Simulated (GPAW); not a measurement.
# CH2BN (SMILES BC#N): OLYP-D3(0)/real-space grid (scalar-relativistic datasets)

Aim: ionisation energies of CH2BN. 

Program for the calculation: GPAW 26.7.0.

3 further runs of the same task are left out: 3 that didn't finish.

## Step 1: The molecule

CH2BN: 5 atoms, total charge 0, spin state singlet. As SMILES, `BC#N`. Geometry: relaxed at PBE0-D4/def2-TZVP.

Bond lengths: B1–C2 1.522 Å, C2–N3 1.154 Å, B1–H4 1.189 Å, B1–H5 1.189 Å. Angles: B1–C2–N3 180.0°, C2–B1–H4 118.9°, C2–B1–H5 118.9°, H4–B1–H5 122.2°.

## Step 2: Ionisation energies at OLYP-D3(0)/real-space grid (scalar-relativistic datasets)

Input file run.py:

```python
from ase import Atoms
from ase.calculators.mixing import SumCalculator
from dftd3.ase import DFTD3
from gpaw import GPAW, setup_paths
from gpaw.atom.configurations import parameters
from gpaw.atom.generator import Generator

molecule = Atoms(['B', 'C', 'N', 'H', 'H'],
    positions=[[ -0.219200,   0.441300,  -0.341900],
               [  0.352700,  -0.696700,   0.490700],
               [  0.786500,  -1.559600,   1.122200],
               [ -0.744300,   0.187400,  -1.377600],
               [ -0.125900,   1.554000,   0.065300]])
molecule.center(vacuum=3.5)

for symbol in ['B', 'C', 'H', 'N']:
    Generator(symbol, xcname='GGA_X_OPTX+GGA_C_LYP', scalarrel=True, nofiles=True, txt=None).run(**parameters[symbol])
setup_paths.insert(0, '.')

energies = {}
for name, charge, unpaired in [('neutral', 0, 0), ('oxidised', 1, 1)]:
    molecule.set_initial_magnetic_moments([unpaired / len(molecule)] * len(molecule))
    calc = GPAW(mode='fd',
                h=0.2,
                xc='GGA_X_OPTX+GGA_C_LYP',
                charge=charge,
                occupations={'name': 'fermi-dirac', 'width': 0.0, 'fixmagmom': unpaired > 0},
                maxiter=150,
                symmetry='off',
                txt='-')
    molecule.calc = SumCalculator([DFTD3(method='OLYP', damping='d3zero'), calc])
    energies[name] = molecule.get_potential_energy()
    print(f'{name:10} {energies[name]:12.5f} eV')

ip = energies['oxidised'] - energies['neutral']
print(f'Vertical IP = {ip:.3f} eV')
```

Started as:

```console
$ python3 -u run.py | tee run.out
```

Q: Predict the results. Wanted: first ionisation energy.

Answer, from the run:

At OLYP-D3(0)/real-space grid (scalar-relativistic datasets):

```
               quantity     value
first ionisation energy  11.98 eV
```
